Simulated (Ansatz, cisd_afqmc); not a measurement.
Species: CS, charge 0, singlet. CS (SMILES [C-]#[S+]).
B3LYP-D3(BJ)/def2-TZVP minimum from Ansatz (a quantum-chemistry and plane-wave program):
```xyz
2

C      0.0000     0.0000    -1.1142
S      0.0000     0.0000     0.4178
```

Total energies in cc-pV(Q+d)Z, 10 correlated electrons, 6 frozen orbitals. Open shells are spin-unrestricted; no spin-orbit coupling. Cores are frozen in correlated methods. No relativity. The Monte Carlo rows (phaseless AFQMC, CISD trial, step 0.005/hartree) carry one-sigma bars that omit the constraint's bias. Outlying blocks are dropped, and bars are widened where a walk drifts. Over all cases where full CI ran beside it in this data, AFQMC minus full CI had a median of +0.1 mEh and passed +0.4 mEh in a tenth of the cases. The T1 diagnostic of CS ([C-]#[S+], singlet) reaches 0.025 in the sets run.

| method | program | energy (Eh) | minus CCSDT(Q) (mEh) |
|---|---|---|---|
| HF | Ansatz | -435.36101 | 362.86 |
| MP2 | Ansatz | -435.68595 | 37.92 |
| CCSD | Ansatz | -435.69833 | 25.54 |
| CCSD(T) | Ansatz | -435.72152 | 2.36 |
| CCSDT(Q) | Ansatz | -435.72387 | 0.00 |
| AFQMC/CISD | cisd_afqmc | -435.7222 ± 0.0005 | 1.7 ± 0.5 |

Rough core times of Ansatz's runs on a shared machine: CCSD(T) under 20 s, CCSDT(Q) 8 min.
